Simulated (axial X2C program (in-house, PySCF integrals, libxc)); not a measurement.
**B₂⁻ along the bond: PBE0, 2c**

Calculated with an in-house all-electron X2C program for linear molecules (integrals from PySCF). Two-component (2c) means X2C with spin–orbit coupling and atomic mean-field two-electron Coulomb and Gaunt terms. Basis: B dyall-av3z [8s7p3d2f] (cores contracted in-house); Gaussian nuclei, density fitting, unrestricted open shells. Masses: B 11.009 u.

State: Ω = 3/2 (⟨Sz⟩ = 1.50, ⟨Lz⟩ = 0.00 at PBE0).

Results along the bond:

```
R (Å)  HOMO (eV)  LUMO (eV)
1.412       0.22       2.65
1.477       0.04       2.63
1.526      -0.10       2.62
1.574      -0.23       2.61
1.623      -0.28       2.60
1.680      -0.29       2.59
1.737      -0.31       2.58
1.810      -0.27       2.56
1.899      -0.15       2.54
2.029      -0.02       2.52
```

The state is a single determinant with fixed occupations, the lowest that a limited PBE0 search found. Density functionals use the spin component along the axis (collinear). Other states lie close and PBE0, whose exact exchange favours high spin, may order them wrongly; the determinant shown need not be the ground state. The nearest other 2c determinant of the search, Ω = 1/2, lies 0.26 eV up at the distance of the search. With several unpaired electrons one determinant need not be a pure state. The highest occupied level of some functionals is positive through self-interaction error; at Hartree–Fock it is bound. This is the top spin component of a Σ state; components of lower Ω are not single determinants and can lie lower. The LUMO of an anion is an unbound level whose energy the basis sets.
